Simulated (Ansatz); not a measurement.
**Al₂H₂ (triplet): wave-function methods side by side at a displaced geometry (v1), cc-pVDZ**

The task here is to estimate one member of a computed series from the others.

The runs use Ansatz 0.2.0, Gaussian basis; cc-pVDZ, core rule «outside noble gas», up to 10 orbitals frozen.

The runs, in order: UHF; CCSD(T) on ROHF; CCSD(T) on UHF; BCCD(T) on ROHF; CISD; CCSDT(Q) on ROHF; CCSDT(Q) on UHF; CASSCF and MRCISD+Q, 8 electrons in 10 orbitals; CASSCF and NEVPT2, 8 electrons in 10 orbitals.

22 further runs of the same task are left out: 7 that didn't finish, 15 set aside as unsound or not needed.

### The geometry

The geometry is a PBE0/def2-TZVP stationary point (not a proven minimum) with its atoms shifted at random (size 0.040 Å).

4 atoms, charge 0, spin multiplicity 3.

Atoms are counted from 1 here; the program's logs count them from 0.

Bond lengths: Al1–Al2 2.311 Å, Al1–H3 1.522 Å, Al2–H4 1.588 Å. Angles: Al2–Al1–H3 177.9°, Al1–Al2–H4 178.0°.

The first run:

Contents of in.yaml:

```yaml
crystal:
  periodic: [false, false, false]
  atoms:
    - {symbol: Al, position_ang: [0.002337, -0.001845, 1.172227]}
    - {symbol: Al, position_ang: [0.001504, -0.017987, -1.138938]}
    - {symbol: H, position_ang: [0.049468, 0.041323, 2.693004]}
    - {symbol: H, position_ang: [-0.053309, -0.021491, -2.726292]}
basis:
  gaussian: {orbitals: cc-pVDZ}
magnetization: {spin_polarized: true, initial_magnetization: 2}
hamiltonian: {xc: hf}
output: {orbitals: {seedname: orbitals}}
```

Launch:

```sh
$ ansatz run in.yaml --threads 1 --pin off --events-out ev --progress --plain --max-ram 2393MiB
```

Steps of the session up to this table: UHF; CCSD(T) on ROHF; CCSD(T) on UHF; BCCD(T) on ROHF; CISD; CCSDT(Q) on ROHF; CCSDT(Q) on UHF; CASSCF and MRCISD+Q, 8 electrons in 10 orbitals; CASSCF and NEVPT2, 8 electrons in 10 orbitals.

One of the session's tables, all rows but one given; the rest of the session is left out.

```
          method  from UCCSDT(Q) (meV)
            ROHF               +3862.9
             UHF               +3781.5
            RMP2               +1000.8
            UMP2               +1010.5
            CISD                +387.3
           RCCSD                +169.7
           UCCSD                +167.6
        RCCSD(T)                 +45.3
        UCCSD(T)                     ?
         BCCD(T)                 +45.3
          RCCSDT                  +6.9
          UCCSDT                  +6.7
       RCCSDT(Q)                  +0.2
       UCCSDT(Q)                     0
  CASSCF valence               +2252.3
  NEVPT2 valence                +694.1
  MRCISD valence                +127.6
MRCISD+Q valence                  -6.9
```

**Question.** Estimate the row for UCCSD(T).

The run gave: from UCCSDT(Q) (meV): +45.6. In the column «from UCCSDT(Q) (meV)» it lies between BCCD(T) (+45.3) and MRCISD valence (+127.6).

Caveats from the session: Restricted and unrestricted rows rest on different reference determinants; where their highest levels disagree by more than a few hundredths of an eV, they describe different states and don't form one ladder.
